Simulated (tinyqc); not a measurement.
Inside a calculation (part 2 of 2). Method: ROHF in the sto-3g basis, for CH2, spin multiplicity 3. Computed by tinyqc, a small Python program that keeps every step (integrals from PySCF). Command: `OMP_NUM_THREADS=1 python tinyqc.py 28377 28378 out.jsonl` (the two numbers bound the seeds that draw the settings). One thread of a shared host (Intel(R) Xeon(R) Processor @ 2.60GHz), about 0.09 s of CPU time with the checks.

Geometry (angstrom):
```
atom        x         y        z
C     0.00000   0.00000  0.00000
H     0.00000   1.07600  0.64600
H     0.00000  -1.09800  0.65900
```

## Iteration 2: diagonalisation and new density

extrapolated F (hartree), lower triangle:
```
            1C 1s     1C 2s   1C 2px    1C 2py    1C 2pz     2H 1s     3H 1s
1C 1s   -10.94752
1C 2s    -2.94219  -1.31752
1C 2px    0.00000   0.00000  0.01014
1C 2py   -0.00096  -0.00708  0.00000  -0.14431
1C 2pz   -0.00405  -0.10205  0.00000  -0.00698   0.01508
2H 1s    -0.51693  -0.53902  0.00000  -0.31617  -0.22096  -0.32450
3H 1s    -0.48798  -0.51603  0.00000   0.30405  -0.21737  -0.13460  -0.30288
```

X:
```
               1         2         3        4         5         6        7
1C 1s   -0.33622   0.03699   0.75382  0.00000  -0.59402  -0.00731  0.20187
1C 2s    1.07184  -0.09317  -0.31050  0.00000  -0.28058  -0.01304  0.46893
1C 2px   0.00000   0.00000   0.00000  1.00000   0.00000   0.00000  0.00000
1C 2py   0.10261   0.98149  -0.00173  0.00000   0.00163   0.61444  0.01453
1C 2pz   0.49058  -0.04232   0.63557  0.00000   0.65869  -0.00626  0.20987
2H 1s   -0.80909  -0.69611  -0.18664  0.00000   0.15149   0.38487  0.38062
3H 1s   -0.64419   0.82408  -0.19191  0.00000   0.15480  -0.40817  0.35895
```

Diagonalise F' = X^T F X, C = X C', fill 5 alpha and 3 beta electrons from the bottom; D(s) = C_occ C_occ^T. Each column has its largest component positive (the first on a tie).

F' = X^T F X (hartree), lower triangle:
```
          1         2         3        4         5         6         7
1   0.26488
2   0.04753   0.57959
3   1.06202  -0.14047  -4.69203
4   0.00000   0.00000   0.00000  0.01014
5  -0.74101   0.10391   4.71503  0.00000  -4.73600
6  -0.00298   0.07085   0.07328  0.00000  -0.07725  -0.41410
7   0.30627  -0.04710  -2.40260  0.00000   2.50076   0.03808  -2.02028
```

orbital energies (hartree): MO1 -10.95301, MO2 -0.69511, MO3 -0.41774, MO4 -0.07720, MO5 0.01014, MO6 0.53309, MO7 0.59202

coefficients C:
```
             MO1       MO2       MO3       MO4      MO5       MO6       MO7
1C 1s    0.99350  -0.21482   0.00744   0.15193  0.00000   0.13975  -0.02129
1C 2s    0.02674   0.69777  -0.02920  -0.67766  0.00000  -0.76803   0.12319
1C 2px   0.00000   0.00000   0.00000   0.00000  1.00000   0.00000   0.00000
1C 2py   0.00023   0.01736   0.54457   0.00505  0.00000   0.13132   1.01857
1C 2pz   0.00243   0.15961  -0.00191   0.69837  0.00000  -0.77501   0.10258
2H 1s   -0.00501   0.29746   0.43966   0.31957  0.00000   0.63573  -0.83780
3H 1s   -0.00475   0.27011  -0.45716   0.33477  0.00000   0.81873   0.62125
```

D(alpha) after iteration 2, lower triangle:
```
           1C 1s     1C 2s   1C 2px    1C 2py   1C 2pz     2H 1s    3H 1s
1C 1s    1.05633
1C 2s   -0.22650   0.94768
1C 2px   0.00000   0.00000  1.00000
1C 2py   0.00131  -0.00721  0.00000   0.29688
1C 2pz   0.07422  -0.36177  0.00000   0.00526  0.51321
2H 1s   -0.01705  -0.02197  0.00000   0.24620  0.26980   0.38393
3H 1s   -0.01528  -0.02517  0.00000  -0.24257  0.27777  -0.01364  0.39405
```

D(beta) after iteration 2, lower triangle:
```
           1C 1s     1C 2s   1C 2px    1C 2py   1C 2pz     2H 1s    3H 1s
1C 1s    1.03325
1C 2s   -0.12355   0.48845
1C 2px   0.00000   0.00000  0.00000
1C 2py   0.00055  -0.00379  0.00000   0.29685
1C 2pz  -0.03188   0.11149  0.00000   0.00173  0.02549
2H 1s   -0.06561   0.19458  0.00000   0.24459  0.04663   0.28181
3H 1s   -0.06615   0.20169  0.00000  -0.24427  0.04397  -0.12063  0.28197
```

## Iteration 9 (converged): orbitals

converged F (hartree), lower triangle:
```
            1C 1s     1C 2s   1C 2px    1C 2py    1C 2pz     2H 1s     3H 1s
1C 1s   -10.96497
1C 2s    -2.94746  -1.30430
1C 2px    0.00000   0.00000  0.01368
1C 2py   -0.00024  -0.00496  0.00000  -0.14096
1C 2pz   -0.01549  -0.12676  0.00000  -0.00309  -0.04671
2H 1s    -0.51808  -0.56115  0.00000  -0.33508  -0.23235  -0.35300
3H 1s    -0.48906  -0.54196  0.00000   0.32898  -0.22828  -0.13157  -0.33729
```

As before.

F' = X^T F X (hartree), lower triangle:
```
          1         2         3        4         5         6         7
1   0.30477
2   0.04693   0.60874
3   1.02798  -0.13446  -4.72608
4   0.00000   0.00000   0.00000  0.01368
5  -0.77667   0.10983   4.70785  0.00000  -4.75287
6  -0.00054   0.09708   0.07329  0.00000  -0.07527  -0.44532
7   0.30859  -0.04560  -2.41712  0.00000   2.48069   0.04245  -2.05569
```

orbital energies (hartree): MO1 -10.97054, MO2 -0.72124, MO3 -0.45273, MO4 -0.07865, MO5 0.01368, MO6 0.53178, MO7 0.62492

coefficients C:
```
             MO1       MO2       MO3       MO4      MO5       MO6       MO7
1C 1s    0.99348  -0.20618   0.00345   0.14766  0.00000  -0.15704  -0.01831
1C 2s    0.02690   0.65759  -0.01490  -0.63486  0.00000   0.83977   0.10537
1C 2px   0.00000   0.00000   0.00000   0.00000  1.00000   0.00000   0.00000
1C 2py   0.00014   0.00888   0.52366   0.00168  0.00000  -0.10523   1.03258
1C 2pz   0.00361   0.19227  -0.00340   0.76144  0.00000   0.70808   0.07872
2H 1s   -0.00518   0.31238   0.45626   0.23834  0.00000  -0.68485  -0.81141
3H 1s   -0.00496   0.29632  -0.47071   0.24047  0.00000  -0.82557   0.63367
```

D(alpha) after iteration 9, lower triangle:
```
           1C 1s     1C 2s   1C 2px    1C 2py   1C 2pz     2H 1s    3H 1s
1C 1s    1.05132
1C 2s   -0.20265   0.83640
1C 2px   0.00000   0.00000  1.00000
1C 2py   0.00036  -0.00302  0.00000   0.27431
1C 2pz   0.07637  -0.35683  0.00000   0.00120  0.61679
2H 1s   -0.03278   0.04717  0.00000   0.24210  0.23997   0.36259
3H 1s   -0.03214   0.04907  0.00000  -0.24346  0.24166  -0.06486  0.36723
```

D(beta) after iteration 9, lower triangle:
```
           1C 1s     1C 2s   1C 2px    1C 2py   1C 2pz     2H 1s    3H 1s
1C 1s    1.02952
1C 2s   -0.10891   0.43336
1C 2px   0.00000   0.00000  0.00000
1C 2py   0.00011  -0.00195  0.00000   0.27430
1C 2pz  -0.03606   0.12658  0.00000  -0.00007  0.03699
2H 1s   -0.06798   0.19848  0.00000   0.24170  0.05849   0.30579
3H 1s   -0.06765   0.20173  0.00000  -0.24386  0.05856  -0.12218  0.30940
```

## Convergence

Stop when the energy changes by less than 1e-10 hartree and every element of the error matrix X^T (F D S - S D F) X is below 3e-06.

Course of the cycle:
```
iteration  E (hartree)     change  largest element of the error matrix
1          -36.9120590          -                             7.79e-01
2          -38.2846621  -1.37e+00                             2.07e-01
3          -38.3814333  -9.68e-02                             4.54e-02
4          -38.3881373  -6.70e-03                             6.85e-03
5          -38.3883065  -1.69e-04                             1.20e-03
6          -38.3883115  -4.98e-06                             1.91e-04
7          -38.3883116  -1.19e-07                             6.18e-05
8          -38.3883116  -3.51e-09                             1.80e-06
9          -38.3883116  -2.42e-11                             2.06e-07
```

PySCF ROHF in the same basis = -38.3883116 hartree

Converged in 9 iterations.

## Populations, bond orders and dipole

overlap S, lower triangle:
```
          1C 1s    1C 2s   1C 2px    1C 2py   1C 2pz    2H 1s    3H 1s
1C 1s   1.00000
1C 2s   0.24836  1.00000
1C 2px  0.00000  0.00000  1.00000
1C 2py  0.00000  0.00000  0.00000   1.00000
1C 2pz  0.00000  0.00000  0.00000   0.00000  1.00000
2H 1s   0.04247  0.40032  0.00000   0.34835  0.20914  1.00000
3H 1s   0.04006  0.38721  0.00000  -0.33991  0.20401  0.08898  1.00000
```

Mulliken: Z minus the diagonal of D S on the atom; Loewdin: the same with S^(1/2) D S^(1/2); Mayer order: 2 sum_s sum (D(s) S)_ij (D(s) S)_ji over the two atoms.

Charges (e):
```
atom  Mulliken   Loewdin  Mulliken spin
1C    -0.04325  -0.01200        1.91662
2H     0.02325   0.00704        0.04092
3H     0.02000   0.00496        0.04245
```

Mayer bond orders:
```
pair    order
2-1   0.97677
3-1   0.97678
3-2   0.02101
```

dipole moment about the origin, x y z (debye): 0.00000  0.01322  0.18612
